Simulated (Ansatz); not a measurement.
| atom | x (Å) | y (Å) | z (Å) |
| --- | --- | --- | --- |
| B | 0.0380 | -0.0870 | -0.8641 |
| F | 0.0221 | 0.0758 | 0.5210 |

RHF on singlet BF was run in several spherical basis sets with Ansatz (development build ahead of 0.2.0).

Task: Rank the basis sets by the total energy that they give, lowest first, with the distance from the lowest.
A. STO-3G
B. 6-31G
C. aug-cc-pVDZ

Result: C (0.00 eV), B (1.35 eV), A (48.18 eV).

Totals follow the description of the cores as much as that of the bonds, so this order isn't one of quality for chemistry.
